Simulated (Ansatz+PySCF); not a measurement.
A calculation with Ansatz (development build ahead of 0.2.0).

```yaml
crystal:
  periodic: [false, false, false]
  atoms:
    - { symbol: C, position_ang: [0.0, 0.0, 0.0] }
    - { symbol: H, position_ang: [0.0, 0.0, 1.12555] }
    - { symbol: H, position_ang: [0.0, 0.97475, -0.56278] }
    - { symbol: H, position_ang: [0.0, -0.97475, -0.56278] }
basis:
  gaussian: { orbitals: cc-pVTZ }
magnetization:
  spin_polarized: true
  initial_magnetization: 1
hamiltonian:
  xc: hf
correlation:
  method: mp2
  frozen_orbitals: { C: 1, H: 0 }
output:
  forces: true
```

The input is written out in the form of the current development build from the run's settings.

Results

* Converged: yes
* Reference energy: -39.57188 hartree
* Correlation energy: -0.15889 hartree
* Total energy: -39.73077 hartree
* Spin squared of the determinant: 0.764
* Stability test: minimum
* Occupied orbitals by symmetry in an Abelian subgroup (alpha; beta): 3 A1 1 B1 1 B2; 3 A1 1 B2

Forces (eV/Å):
```json
{"atom": "C1", "Fx": "0.000", "Fy": "0.000", "Fz": "0.000"}
{"atom": "H2", "Fx": "0.000", "Fy": "0.000", "Fz": "-1.664"}
{"atom": "H3", "Fx": "0.000", "Fy": "-1.441", "Fz": "0.832"}
{"atom": "H4", "Fx": "0.000", "Fy": "1.441", "Fz": "0.832"}
```
